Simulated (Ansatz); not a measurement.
# NO2+ (triplet): energies up the ladder, part 2 of 2

The task, for NO2+ (triplet): energies up the ladder. Charge +1. Spin multiplicity 3.

Ansatz 0.2.0, Gaussian bases. Earlier steps stand in the parts before.

## 8. Single point, wB97M-V/def2-TZVPP

Input file input.yaml:

```yaml
crystal:
  periodic: [false, false, false]
  atoms:
    - { symbol: O, position_ang: [-1.03414206, -0.2191154, -0.00333092] }
    - { symbol: "N", position_ang: [-0.01378416, 0.40399594, -0.00250618] }
    - { symbol: O, position_ang: [1.04662622, -0.14815054, 0.0056071] }
magnetization:
  spin_polarized: true
  initial_magnetization: 2
total_charge: 1
basis:
  gaussian: { orbitals: def2-TZVPP }
hamiltonian:
  xc: { name: wB97M-V }
```

Launch:

```
> ansatz run input.yaml --threads 2 --pin off --max-ram 5120MiB --backend cpu --events-out ev --progress --plain --runs-dir out
```

What it wrote, shortened:

```text
Warning: RAYON_NUM_THREADS=2 ignored (pool sized by the plan → 2); use --threads N
[...]
Functional definition: wB97M-V
[...]
  gx(w, u) = 1 - cx + cx01*u + cx10*w
  gss(w, u) = css00 + css04*u^4 + css10*w + css20*w^2 + css43*w^4*u^3
  gos(w, u) = cos00 + cos10*w + (cos20 + cos21*u)*w^2 + (cos60 + cos61*u)*w^6
[...]
      + integral(e_c_pw_mod_opposite_spin*gos(b97_w_opposite, b97_u_opposite)) + vv10(b, c)
457 factors; their error is unknown
84 factors; integrals over basis functions are off by at most 1.0e-5 eV
[...]
mean field -5568.61649994 eV, -204.6428818289 hartree, gradient 8.2e-6 eV, S^2 2.006570; 1 other end points of the search recorded, 0 dependent functions left out
reference -5568.61651879 eV, -204.6428825218 hartree; 12, 10 occupied and 81, 83 virtual orbitals, 457 factors
Total energy: -5568.61651879 eV, -204.6428825218 hartree
```

Wall time 8.9 s (2 threads of Arm Neoverse V1, shared host); peak memory 0.23 GiB.

## 9. Single point, B2PLYP/def2-TZVPP

input.yaml, as its differences from that of step 8:

```diff
@@ -13,2 +13,2 @@
 hamiltonian:
-  xc: { name: wB97M-V }
+  xc: { name: B2PLYP }
```

Launch:

```
> ansatz run input.yaml --threads 2 --pin off --max-ram 5120MiB --backend cpu --events-out ev --progress --plain --runs-dir out
```

What it wrote, shortened:

```text
Warning: RAYON_NUM_THREADS=2 ignored (pool sized by the plan → 2); use --threads N
[...]
Functional definition: B2PLYP
[...]
617 factors; integrals over basis functions are off by at most 5.0e-4 eV
[...]
mean field -5561.10753175 eV, -204.3669323376 hartree, gradient 2.1e-6 eV, S^2 2.013353; 2 other end points of the search recorded, 0 dependent functions left out
3 core orbitals not correlated: weight in the atoms' cores, before any rotation towards them, 1.000 or more for the frozen orbitals, at most 0.000 for the correlated occupied ones
reference -5561.10760679 eV, -204.3669350953 hartree; 9, 7 occupied and 81, 83 virtual orbitals, 617 factors
second order -19.79661815 eV of doubles, -0.00000000 eV of singles
Total energy: -5566.45269369 eV, -204.5633634159 hartree
```

It took 2.4 s on 2 threads of Arm Neoverse V1, shared host; peak memory 0.14 GiB.

## 10. Single point, LDA/def2-TZVPP

input.yaml, as its differences from that of step 9:

```diff
@@ -13,2 +13,2 @@
 hamiltonian:
-  xc: { name: B2PLYP }
+  xc: lda
```

Launch:

```
> ansatz run input.yaml --threads 2 --pin off --max-ram 5120MiB --backend cpu --events-out ev --progress --plain --runs-dir out
```

What it wrote:

```text
Warning: RAYON_NUM_THREADS=2 ignored (pool sized by the plan → 2); use --threads N
Engine: ansatz 0.2.0, aarch64-unknown-linux-gnu
Functional definition: SPW92
  exchange = slater_x
  correlation = pw_c
457 factors; their error is unknown
mean field evaluation 1: about -5526.2364 eV, gradient 3.3e1 eV
mean field evaluation 2: about -5524.4267 eV, gradient 4.1e1 eV
mean field evaluation 4: about -5529.4946 eV, gradient 1.1e0 eV
mean field evaluation 8: about -5529.4937 eV, gradient 2.3e-2 eV
mean field evaluation 16: about -5528.3760 eV, gradient 6.2e0 eV
mean field evaluation 32: about -5529.2666 eV, gradient 1.4e0 eV
mean field -5529.49370446 eV, -203.2051456136 hartree, gradient 1.8e-5 eV, S^2 2.002711; 4 other end points of the search recorded, 0 dependent functions left out
reference -5529.49371746 eV, -203.2051460912 hartree; 12, 10 occupied and 81, 83 virtual orbitals, 457 factors
Total energy: -5529.49371746 eV, -203.2051460912 hartree
```

Run time: 0.98 s. Hardware: 2 threads of Arm Neoverse V1, shared host; peak memory 0.12 GiB.

## 11. Single point, PBE0-D4/def2-SVP

input.yaml, as its differences from that of step 10:

```diff
@@ -11,4 +11,5 @@
 basis:
-  gaussian: { orbitals: def2-TZVPP }
+  gaussian: { orbitals: def2-SVP }
 hamiltonian:
-  xc: lda
+  xc: pbe0
+  dispersion: d4
```

Launch:

```
> ansatz run input.yaml --threads 2 --pin off --max-ram 5120MiB --backend cpu --events-out ev --progress --plain --runs-dir out
```

What it wrote:

```text
Warning: RAYON_NUM_THREADS=2 ignored (pool sized by the plan → 2); use --threads N
Engine: ansatz 0.2.0, aarch64-unknown-linux-gnu
Functional definition: PBE0
  parameter a = 0.25
  parameter kappa = 0.804
  parameter beta = 0.06672455060314922
  exchange = (1 - a)*pbe_x(kappa = kappa, mu = beta*pi^2/3) + a*exact_x
  correlation = pbe_c(beta = beta)
402 factors; integrals over basis functions are off by at most 8.3e-4 eV
mean field evaluation 1: about -5555.3544 eV, gradient 2.4e1 eV
mean field evaluation 2: about -5553.6155 eV, gradient 3.4e1 eV
mean field evaluation 4: about -5557.3544 eV, gradient 9.9e-1 eV
mean field evaluation 8: about -5557.5370 eV, gradient 3.1e-2 eV
mean field evaluation 16: about -5557.5370 eV, gradient 7.5e-5 eV
mean field -5557.53698344 eV, -204.2357171076 hartree, gradient 2.0e-5 eV, S^2 2.006076; 1 other end points of the search recorded, 0 dependent functions left out
reference -5557.53699148 eV, -204.2357174030 hartree; 12, 10 occupied and 30, 32 virtual orbitals, 402 factors
Total energy: -5557.55224154 eV, -204.2362778325 hartree
```

It took 0.71 s on 2 threads of Arm Neoverse V1, shared host; peak memory 0.089 GiB.

## 12. Single point, PBE-D4/def2-SVP

input.yaml, as its differences from that of step 11:

```diff
@@ -13,3 +13,3 @@
 hamiltonian:
-  xc: pbe0
+  xc: pbe
   dispersion: d4
```

Launch:

```
> ansatz run input.yaml --threads 2 --pin off --max-ram 5120MiB --backend cpu --events-out ev --progress --plain --runs-dir out
```

What it wrote:

```text
Warning: RAYON_NUM_THREADS=2 ignored (pool sized by the plan → 2); use --threads N
Engine: ansatz 0.2.0, aarch64-unknown-linux-gnu
Functional definition: PBE
  parameter kappa = 0.804
  parameter beta = 0.06672455060314922
  exchange = pbe_x(kappa = kappa, mu = beta*pi^2/3)
  correlation = pbe_c(beta = beta)
458 factors; their error is unknown
mean field evaluation 1: about -5555.6545 eV, gradient 2.7e1 eV
mean field evaluation 2: about -5552.5145 eV, gradient 4.1e1 eV
mean field evaluation 4: about -5558.3540 eV, gradient 9.3e-1 eV
mean field evaluation 8: about -5558.3305 eV, gradient 2.3e-2 eV
mean field evaluation 16: about -5557.1694 eV, gradient 4.9e0 eV
mean field -5558.33050345 eV, -204.2648784302 hartree, gradient 3.3e-5 eV, S^2 2.002846; 4 other end points of the search recorded, 0 dependent functions left out
reference -5558.33051424 eV, -204.2648788264 hartree; 12, 10 occupied and 30, 32 virtual orbitals, 458 factors
Total energy: -5558.34936454 eV, -204.2655715623 hartree
```

Wall time 0.88 s (2 threads of Arm Neoverse V1, shared host); peak memory 0.088 GiB.

## 13. Single point, CCSD(T)/def2-TZVPP

input.yaml, as its differences from that of step 12:

```diff
@@ -11,5 +11,6 @@
 basis:
-  gaussian: { orbitals: def2-SVP }
-hamiltonian:
-  xc: pbe
-  dispersion: d4
+  gaussian: { orbitals: def2-TZVPP }
+correlation:
+  method: ccsd_t
+scf:
+  omitted_lower_state_checks: [cluster_reference]
```

Launch:

```
> ansatz run input.yaml --threads 2 --pin off --max-ram 5120MiB --backend cpu --events-out ev --progress --plain --runs-dir out
```

What it wrote, shortened:

```text
Warning: RAYON_NUM_THREADS=2 ignored (pool sized by the plan → 2); use --threads N
[...]
Functional definition: HF
[...]
617 factors; integrals over basis functions are off by at most 5.0e-4 eV
[...]
mean field -5543.55717511 eV, -203.7219686274 hartree, gradient 3.0e-6 eV, S^2 2.028383; 4 other end points of the search recorded, 0 dependent functions left out
3 core orbitals not correlated: weight in the atoms' cores, before any rotation towards them, 1.000 or more for the frozen orbitals, at most 0.000 for the correlated occupied ones
reference -5543.55717511 eV, -203.7219686274 hartree; 9, 7 occupied and 81, 83 virtual orbitals, 617 factors
second order -15.27886280 eV of doubles, -0.00000000 eV of singles
cycle   1  -15.11348176 eV  change    1.7e-1 eV  update   1.3e-1
[...]
cycle  12  -16.02921751 eV  change    2.3e-6 eV  update   1.6e-5
perturbative correction -0.80007906 eV, -0.0294023632 hartree
Total energy: -5560.38647168 eV, -204.3404338690 hartree
Checks for a lower state left out: cluster_reference
```

It took 5.5 s on 2 threads of Arm Neoverse V1, shared host; peak memory 0.45 GiB.

## 14. Single point, CCSD(T)/def2-QZVPP

input.yaml, as its differences from that of step 13:

```diff
@@ -11,3 +11,3 @@
 basis:
-  gaussian: { orbitals: def2-TZVPP }
+  gaussian: { orbitals: def2-QZVPP.json }
 correlation:
```

Launch:

```
> ansatz run input.yaml --threads 2 --pin off --max-ram 5120MiB --backend cpu --events-out ev --progress --plain --runs-dir out
```

What it wrote, shortened:

```text
Warning: RAYON_NUM_THREADS=2 ignored (pool sized by the plan → 2); use --threads N
[...]
Functional definition: HF
[...]
1102 factors; integrals over basis functions are off by at most 5.6e-4 eV
[...]
mean field -5543.81647357 eV, -203.7314976697 hartree, gradient 2.4e-6 eV, S^2 2.028775; 4 other end points of the search recorded, 0 dependent functions left out
3 core orbitals not correlated: weight in the atoms' cores, before any rotation towards them, 1.000 or more for the frozen orbitals, at most 0.000 for the correlated occupied ones
reference -5543.81647357 eV, -203.7314976697 hartree; 9, 7 occupied and 159, 161 virtual orbitals, 1102 factors
second order -16.49300390 eV of doubles, -0.00000000 eV of singles
cycle   1  -16.16261529 eV  change    3.3e-1 eV  update   1.3e-1
[...]
cycle  12  -17.08482169 eV  change    8.2e-7 eV  update   1.7e-5
perturbative correction -0.88384344 eV, -0.0324806473 hartree
Total energy: -5561.78513870 eV, -204.3918339337 hartree
Checks for a lower state left out: cluster_reference
```

Run time: 29 s. Hardware: 2 threads of Arm Neoverse V1, shared host; peak memory 1.8 GiB.

## 15. Extrapolation to the basis-set limit

CCSD(T)/CBS estimate, frozen core: CCSD(T) correlation extrapolated, from def2-TZVPP and def2-QZVPP: mean field -5543.8522 eV, total -5562.6648 eV. The exponents are 7.88 (mean field) and 2.97 (correlation).

## 16. Geometries side by side

| level | O1–N2 (Å) | N2–O3 (Å) | rotational constants (MHz) | highest frequency (cm⁻¹) | CPU time |
| --- | --- | --- | --- | --- | --- |
| PBE0-D4/def2-TZVPP | 1.1956 | 1.1956 | 150090, 14578, 13288 | 1460 | 15 s |

Constants are for the commonest isotopes at the equilibrium geometry; times are CPU times of the relaxations.

## 17. Total energies

| level | energy (eV) | CPU time |
| --- | --- | --- |
| PBE-D4/def2-TZVPP | -5564.9981 | 3.8 s |
| r2SCAN-D4/def2-TZVPP | -5567.7372 | 4.6 s |
| B3LYP-D4/def2-TZVPP | -5570.0026 | 2.2 s |
| wB97M-V/def2-TZVPP | -5568.6165 | 17 s |
| B2PLYP/def2-TZVPP | -5566.4527 | 4.5 s |
| LDA/def2-TZVPP | -5529.4937 | 1.7 s |
| PBE0-D4/def2-SVP | -5557.5522 | 1.3 s |
| PBE-D4/def2-SVP | -5558.3494 | 1.6 s |
| CCSD(T)/def2-TZVPP | -5560.3865 | 11 s |
| CCSD(T)/def2-QZVPP | -5561.7851 | 57 s |
| CCSD(T)/CBS | -5562.6648 | - |

## 18. What came out

This closing draws on all 2 parts.

```
                         quantity             value
      O1–N2 at PBE0-D4/def2-TZVPP           1.196 Å
      N2–O3 at PBE0-D4/def2-TZVPP           1.196 Å
frequencies at PBE0-D4/def2-TZVPP  672 to 1460 cm⁻¹
            energy at CCSD(T)/CBS      -5562.665 eV
```

What this shows: No mode is imaginary, so the geometry is a minimum. These totals serve in differences with atoms or fragments at the same level; alone they don't rank the methods.
